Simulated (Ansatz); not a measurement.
in.yaml

```yaml
crystal:
  periodic: [false, false, false]
  atoms:
    - {symbol: P, position_ang: [0.000000, 0.000000, 0.000000]}
    - {symbol: H, position_ang: [0.000000, 0.000000, 3.148000]}
basis:
  gaussian: {orbitals: cc-pVTZ}
total_charge: 1
magnetization: {spin_polarized: true, initial_magnetization: 1}
hamiltonian: {xc: hf}
output: {orbitals: {seedname: orbitals}}
```

```sh
$ ansatz run in.yaml --threads 1 --pin off --events-out ev --progress --plain --max-ram 2393MiB
```

Log:

```
418 factors; their error is unknown
mean field evaluation 1: about -9270.7779 eV, gradient 7.9e0 eV
mean field evaluation 2: about -9271.4908 eV, gradient 6.1e0 eV
mean field evaluation 4: about -9272.3512 eV, gradient 3.6e0 eV
mean field evaluation 8: about -9272.3510 eV, gradient 3.6e0 eV
mean field evaluation 16: about -9275.0996 eV, gradient 3.0e-4 eV
mean field evaluation 32: about -9275.0987 eV, gradient 1.6e0 eV
mean field evaluation 64: about -9275.1124 eV, gradient 4.3e-2 eV
mean field evaluation 96: about -9274.7007 eV, gradient 6.6e-1 eV
mean field evaluation 128: about -9272.5798 eV, gradient 5.1e-1 eV
mean field evaluation 160: about -9272.1471 eV, gradient 3.7e-2 eV
mean field -9275.12356024 eV, -340.8545039341 hartree, gradient 5.6e-6 eV, S^2 1.763503; 6 other end points of the search recorded, 0 dependent functions left out
reference -9275.12356024 eV, -340.8545039341 hartree; 8, 7 occupied and 40, 41 virtual orbitals, 418 factors
Total energy: -9275.12356024 eV, -340.8545039341 hartree
```

Ran on 1 thread of Arm Neoverse V1, shared host: 0.87 s wall, 0.08 GiB peak host memory.
